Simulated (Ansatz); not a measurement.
Species: C3H7, net charge 0, doublet state. It need not be the lowest isomer of its formula. 
Structure (B3LYP-D3(BJ)/def2-TZVP (Ansatz, a program for electronic structure) minimum search):
```
C
H 1 1.0826
C 1 1.4853 2 119.07
H 3 1.0908 1 112.14 2 -22.05
H 3 1.0961 4 108.14 1 123.29
H 3 1.1017 4 107.08 5 113.68
C 1 1.4853 2 119.07 3 167.94
H 7 1.0908 1 112.14 2 22.05
H 7 1.0961 8 108.14 1 -123.29
H 7 1.1017 8 107.08 9 -113.68
```
Charge 0, spin multiplicity 2.

Basis-set convergence of Hartree-Fock and CCSD(T) correlation energies (hartree) with Ansatz. Valence correlation only, unless marked. Open shells are spin-unrestricted. Spin-orbit coupling is left out. No relativistic terms.

```tsv
basis	functions	E(HF)	E(corr, CCSD(T))
cc-pVDZ	77	-117.64512	-0.47253
cc-pVTZ	188	___	___
```

Task: Fill in the missing entries.

Result: 
- cc-pVTZ, E(HF): -117.67919
- cc-pVTZ, E(corr, CCSD(T)): -0.56677
